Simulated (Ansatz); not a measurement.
Two isomers of C3H5NO: A = `COC#CN`, B = `C1=NCCO1`.

Program: Ansatz. Geometries: PBE0-D4/def2-TZVP. ΔE: electronic, gas phase. CCSD(T)/CBS adds triple-zeta CCSD(T) − MP2 to the extrapolated MP2 energy (def2 sets, frozen cores). DFT in def2-TZVPP. B3LYP here is the variant with VWN-RPA as its local correlation; programs differ in this. One conformer a species, not always the lowest.

Problem. Which is lower in electronic energy at CCSD(T)/CBS, and by how much? (Best estimate.)

Solution. The calculation gave: B, by 225.1 kJ/mol.

Problem. Give E(B) − E(A) in kJ/mol with CCSD(T)/def2-TZVPP, HF/def2-TZVPP, MP2/def2-TZVPP, LDA (SPW92), B3LYP, CCSD/def2-TZVPP, r2SCAN-D4. (Best estimate.)

Solution. Ansatz gave: CCSD(T)/def2-TZVPP -229.7, HF/def2-TZVPP -212.4, MP2/def2-TZVPP -224.5, LDA (SPW92) -228.3, B3LYP -202.7, CCSD/def2-TZVPP -226.2, r2SCAN-D4 -228.1. None reverses the order clearly.

Problem. Does the order hold for the free energy at 298.15 K (harmonic terms from PBE0-D4)? (Estimate.)

Solution. Computed: Yes: G(B) − G(A) = -211.3 kJ/mol, for one conformer each.

Largest T1 diagnostic: 0.014.

From BLYP to BHLYP (50 % exact exchange), in def2-TZVPP and without D4, E(B) − E(A) moves by −19.5 kJ/mol. Leaving LDA and LC-ωPBE aside and taking each functional with its dispersion term where it has one, the values, not all of them listed here, spread over 31.2 kJ/mol, from ωB97X-V to BLYP-D4. LDA lies −12.1 kJ/mol from PBE without D4.
